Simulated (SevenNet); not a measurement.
**bcc W**

Computed with the machine-learned potential SevenNet-0 (trained on PBE and PBE+U data).

Cell: relaxed at this level.

```json
{
  "equilibrium_lattice_constant_a": "3.190 Å",
  "equilibrium_volume_per_atom": "16.23 Å³/atom",
  "vacancy_formation_energy": "2.81 eV"
}
```

Measured, for comparison: lattice constant a 3.16 Å, equilibrium volume per atom 15.78 Å³/atom (static lattice: zero-point anharmonic expansion removed; as tabulated in Mejia-Rodriguez and Trickey (2018), arXiv:1807.09216); vacancy formation energy 3.6 ± 0.2 eV (not corrected to a static lattice, monovacancy, our sources range from 3.60 to 4.60; as tabulated in J. N. Mundy, S. T. Ockers, L. C. Smedskjaer, Vacancy migration enthalpy in …). Computed (rounded) less measured: lattice constant a +0.9 %, equilibrium volume per atom +2.9 %, vacancy formation energy not scored (sources differ).

A machine-learned potential is trained on density-functional data: it inherits that level's misses and adds fitting errors of its own.
